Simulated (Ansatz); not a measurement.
**How far each method lies from full CI for HBe–BeH, singlet**

Geometry: a point of a bend scan, not a stationary point.

```xyz
4

Be   -0.3692    0.0000    1.0006
Be    0.2849    0.0000   -1.0006
H     0.0495    0.0000    2.2815
H     0.7036    0.0000   -2.2815
```

Basis 6-31G; Ansatz 0.2.0. Correlated methods freeze the noble-gas cores, which leaves 6 electrons in 20 orbitals. Prefix R: restricted or restricted open-shell reference. Active spaces: valence = (6e, 10o) chosen from the atoms' valence shells; pair = (2e, 2o) about the gap.

Full CI is exact within this basis and frozen core; it isn't the basis-set limit.

The UHF ⟨S²⟩ is 0.000 and the T1 diagnostic (RCCSD) is 0.0119. The largest doubles amplitude (RCCSD) is 0.065.

```
                     level  E − E(full CI) (meV)  share of correlation (%)  wall time
                       RHF                  1853                      0.00          –
                      RMP2                   587                     68.29          –
                      CISD                   101                     94.56     0.24 s
                     RCCSD                    38                     97.92          –
                  RCCSD(T)                    14                     99.23     0.21 s
                   BCCD(T)                    14                     99.24     0.18 s
                    RCCSDT                     2                     99.91          –
                 RCCSDT(Q)                     1                     99.97     0.33 s
                   RCCSDTQ                     0                    100.00      1.8 s
       CASSCF (pair space)                  1485                     19.85          –
       NEVPT2 (pair space)                   516                     72.16     0.27 s
    CASSCF (valence space)                   369                     80.07          –
    NEVPT2 (valence space)                   136                     92.67      2.1 s
NEVPT4(SD) (valence space)                    28                     98.48        4 s
    MRCISD (valence space)                     6                     99.68          –
  MRCISD+Q (valence space)                     2                     99.89      4.4 s
```

The correlation energy at full CI, counted from RHF, is -1.853 eV. That run took 1.4 s on 1 thread of INTEL XEON PLATINUM 8581C, shared host over 664,592 determinants.

Times hold each run's SCF and search for its determinant on a shared host, so for small cases they say little of a method's own cost; they ran on 1 thread of INTEL XEON PLATINUM 8581C. Some runs computed forces too.

The full-CI state has the irrep A' of Cs, in the program's axes.

Natural occupations of full CI about the gap: 1.968 1.965 1.927 0.032 0.026 0.024 0.020 0.010 0.007 0.006; effectively unpaired electrons, Σ n²(2−n)², 0.04.
